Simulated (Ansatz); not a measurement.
The input, for Ansatz 0.2.0:

```yaml
crystal:
  periodic: [false, false, false]
  atoms:
    - {symbol: Ta, position_ang: [0.000000, 0.000000, 0.000000]}
    - {symbol: N, position_ang: [0.000000, 0.000000, 2.115400]}
basis:
  gaussian: {orbitals: def2-SVP}
magnetization: {spin_polarized: false, initial_magnetization: 4}
correlation: {method: sc_nevpt2, electrons: outside_noble_gas, active_space: {window: {electrons: 10, orbitals: 10}, shells: [{species: "N", l: s, shell: 2}, {species: "N", l: p, shell: 2}, {species: Ta, l: s, shell: 6}, {species: Ta, l: d, shell: 5}]}}
```

```sh
$ ansatz run in.yaml --threads 1 --pin off --events-out ev --progress --plain --max-ram 2393MiB
```

The program prints:

```
836 factors; integrals over basis functions are off by at most 2.0e-7 eV
mean field evaluation 1: about -3004.8939 eV, gradient 3.1e1 eV
mean field evaluation 2: about -3004.9592 eV, gradient 3.2e1 eV
mean field evaluation 4: about -3008.8657 eV, gradient 5.3e0 eV
mean field evaluation 8: about -3009.1289 eV, gradient 9.4e-1 eV
mean field evaluation 16: about -3009.1533 eV, gradient 2.5e-5 eV
mean field evaluation 32: about -3009.4071 eV, gradient 1.3e-5 eV
mean field evaluation 64: about -3009.4062 eV, gradient 9.7e-1 eV
mean field evaluation 96: about -3008.2520 eV, gradient 4.5e-3 eV
mean field evaluation 128: about -3009.5609 eV, gradient 1.1e0 eV
mean field evaluation 160: about -3009.4596 eV, gradient 8.4e-3 eV
mean field evaluation 192: about -3008.6211 eV, gradient 5.2e-1 eV
mean field evaluation 224: about -3008.2358 eV, gradient 7.8e-1 eV
mean field evaluation 256: about -3009.5070 eV, gradient 1.2e0 eV
mean field evaluation 288: about -3008.0522 eV, gradient 1.3e0 eV
mean field evaluation 320: about -3006.4013 eV, gradient 1.6e1 eV
mean field evaluation 352: about -3008.4319 eV, gradient 1.7e0 eV
mean field evaluation 384: about -3008.5522 eV, gradient 6.4e-1 eV
mean field evaluation 416: about -3009.1514 eV, gradient 4.0e-1 eV
mean field -3009.60007697 eV, -110.6007628485 hartree, gradient 1.8e-6 eV, S^2 6.000000; 27 other end points of the search recorded, 0 dependent functions left out
reference -3009.60007697 eV, -110.6007628485 hartree; 12, 8 occupied and 34, 38 virtual orbitals, 836 factors
state -3012.52290376 eV, -110.7081747518 hartree
state -3012.52290376 eV, -110.7081747518 hartree; corrected -3015.71495356 eV, -110.8254804182 hartree
Total energy: -3015.71495356 eV, -110.8254804182 hartree
Checks for a lower state left out: starts, orbital_swaps
```

Natural occupations: 1.9908 1.9142 1.8691 1.0005 0.9985 0.9980 0.9736 0.1326 0.0836 0.0391.

Ran on 1 thread of Arm Neoverse V2, shared host: 8 s wall, 0.11 GiB peak host memory.
